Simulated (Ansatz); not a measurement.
A made-up structure of CH4OSi, singlet:

```xyz
7
angstrom
O -1.1358 -0.9779 -0.6788
C -0.4067 0.1121 -0.3223
Si 0.9688 0.1370 0.7197
H -1.8964 -0.7035 -1.1956
H -0.7493 1.0673 -0.7200
H -0.9030 -1.7974 -0.2151
H 1.5824 -1.0728 1.2985
```

It is relaxed with PBE-D4/def2-SVP and then PBE0-D4/def2-TZVP (Ansatz 0.2.0). Atoms count as bonded within 1.22 times the sum of their covalent radii (H–H: 0.88 Å). The end point is not checked to be a true minimum.

(1) Does its bonding change? (A judgement: the text doesn't fix the answer.)

Results:

(1) Computed: No: no bond forms or breaks.

Where it ends: The first stage lowers the energy by 1.80 eV in 14 steps. It ends as CH₄OSi ([OH2][CH][SiH]):
```json
{"atom": "O1", "x (Å)": "-0.9436", "y (Å)": "-0.9723", "z (Å)": "-0.8289"}
{"atom": "C2", "x (Å)": "-0.2886", "y (Å)": "0.3562", "z (Å)": "-0.3411"}
{"atom": "Si3", "x (Å)": "0.9562", "y (Å)": "0.1919", "z (Å)": "0.8802"}
{"atom": "H4", "x (Å)": "-1.8554", "y (Å)": "-1.0154", "z (Å)": "-0.5002"}
{"atom": "H5", "x (Å)": "-0.7125", "y (Å)": "1.1313", "z (Å)": "-0.9669"}
{"atom": "H6", "x (Å)": "-0.3803", "y (Å)": "-1.5535", "z (Å)": "-0.2308"}
{"atom": "H7", "x (Å)": "0.6842", "y (Å)": "-1.3734", "z (Å)": "0.8740"}
```

Labels in which every atom is bracketed show which atoms are joined, not bond orders.

For scale, one of the runs: PBE0-D4/def2-TZVP relaxation, 123 basis functions, launched by `ansatz run in.yaml --threads 2 --pin off --events-out ev --progress --plain --max-ram 4352MiB`. Hardware: 2 CPU threads of an Intel Xeon Platinum 8175M, shared host. Wall time about 25 s.
